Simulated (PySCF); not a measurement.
Species: cyanobutadiynyl radical, C₅N (doublet state).
Bonds: C1–C2 (triple), C2–C3, C3–C4 (triple), C4–C5, C5–N6 (triple).

Identity: `[C]#CC#CC#N` (cyanobutadiynyl radical).

Method used: UKS B3LYP, IGLO-III on C N, non-relativistic, mean-field spin-orbit, GIAO in PySCF 2.14.0. Geometry: PBE0-D3(BJ)/def2-SVP; no solvent, vibrations or thermal averaging.

Output of the driver script. The program numbers atoms from 0.

```
UKS, coarse grid
  cycle   1  E = -245.06382823  |g| = 2.90e-01
  cycle   2  E = -244.77885857  |g| = 8.04e-01
  cycle   3  E = -245.11005463  |g| = 4.75e-02
  cycle   4  E = -245.10874658  |g| = 6.72e-02
  cycle   5  E = -245.11136673  |g| = 1.83e-02
  cycle   6  E = -245.11162735  |g| = 1.03e-02
  cycle   7  E = -245.11172987  |g| = 6.87e-03
  cycle   8  E = -245.11178947  |g| = 3.20e-03
  cycle   9  E = -245.11182905  |g| = 2.00e-03
  cycle  10  E = -245.11184954  |g| = 1.35e-03
  cycle  11  E = -245.11186818  |g| = 1.05e-03
  cycle  12  E = -245.11187126  |g| = 1.02e-03
  cycle  13  E = -245.11187400  |g| = 5.11e-04
UKS, final grid
  cycle   1  E = -245.11186016  |g| = 9.68e-04
  cycle   2  E = -245.11185797  |g| = 2.59e-03
  cycle   3  E = -245.11186093  |g| = 2.56e-04
  cycle   4  E = -245.11186104  |g| = 1.97e-04
  cycle   5  E = -245.11186138  |g| = 1.56e-04
  cycle   6  E = -245.11186154  |g| = 5.69e-05
  cycle   7  E = -245.11186155  |g| = 4.62e-05
  cycle   8  E = -245.11186156  |g| = 4.74e-05
  cycle   9  E = -245.11186156  |g| = 1.32e-05
E = -245.11186156 Eh   <S^2> = 0.7843 (exact 0.7500)
g shifts (ppm)      1          2          3
  rmc          -155       -155       -155
  gc              5         35         33
  oz_so          -8       1638      38313
  total        -157       1518      38192
hyperfine (MHz)  atom isotope    a_iso     a_fc   dipolar eigenvalues
    0   13C      59.77      59.77    -43.34    -32.59     75.93
    1   13C      22.53      22.53    -30.42    -25.68     56.10
    2   13C     -35.73     -35.73    -10.78     -2.72     13.50
    3   13C      30.37      30.37    -32.22    -26.38     58.60
    4   13C     -31.78     -31.78    -11.87     -0.50     12.37
    5   14N       4.69       4.69    -10.11     -6.94     17.05
```

The SCF converged. Which of these numbers needs a check, and why?

The largest g shift is +0.038, past the limit of 0.03 at which the run flags a species of elements up to argon. The orbital-Zeeman/spin–orbit term is second order, a sum of spin–orbit matrix elements over excitation energies, so it grows and becomes less reliable as an excited state comes close; a shift of this size calls for a check with another method. The contact and dipolar couplings don't rest on that expansion, but they belong to the state that the SCF found, and a close-lying state with the spin in another orbital would have other couplings; no stability test was run.

On an Arm Neoverse V1 with one thread, shared host with 32 logical CPUs at a one-minute load of 11, this took 25 s of wall time (grids of density and orbitals included) and 0.69 GiB of memory at its peak.
